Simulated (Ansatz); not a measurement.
Process, species as SMILES: C=C=O + 4 [H][H] (H2) → 2 C (CH4) + O (H2O)
B3LYP-D3(BJ)/def2-TZVP geometries, fixed; electronic energies without zero-point terms.

Basis-set convergence of the energy of full hydrogenation at HF with Ansatz (a program for electronic structure). Cartesian d functions, on some or all atoms, in 6-31G**; all else is spherical. No added dispersion term, no relativity. Functions are those of the species that has most. Reference: the value in aug-pcseg-3, -105.49 kcal/mol, itself unsure by roughly 0.11 kcal/mol (its mean distance from aug-cc-pVQZ, cc-pV5Z, def2-QZVPPD). Deviations are taken from unrounded values.

```csv
basis,functions,energy of full hydrogenation (kcal/mol),minus reference (kcal/mol)
STO-3G,17,-141.84,-36.36
6-31G,31,-118.83,-13.35
pcseg-0,31,-117.07,-11.58
def2-SV(P),46,-95.09,10.40
pcseg-1,52,-108.21,-2.72
6-31G**,55,-108.50,-3.01
6-311G**,66,-105.25,0.23
cc-pVQZ,225,-104.95,0.54
def2-QZVPP,231,-105.29,0.19
pcseg-3,246,-105.51,-0.03
def2-QZVPPD,258,-105.43,0.05
aug-cc-pVQZ,332,-105.39,0.09
aug-pcseg-3,353,-105.49,0.00
```

The smallest set listed that lies within 2 kcal/mol of the reference with all its larger relatives (same family, alike in diffuse functions; a set with none counts only in the reference's own line) is cc-pVQZ (225 functions, 0.54 kcal/mol off). Inside, with no larger relative to test it: 6-311G**, def2-QZVPP, pcseg-3, def2-QZVPPD, aug-cc-pVQZ. (Relatives not listed, tested too: cc-pV5Z 0.18 kcal/mol.)
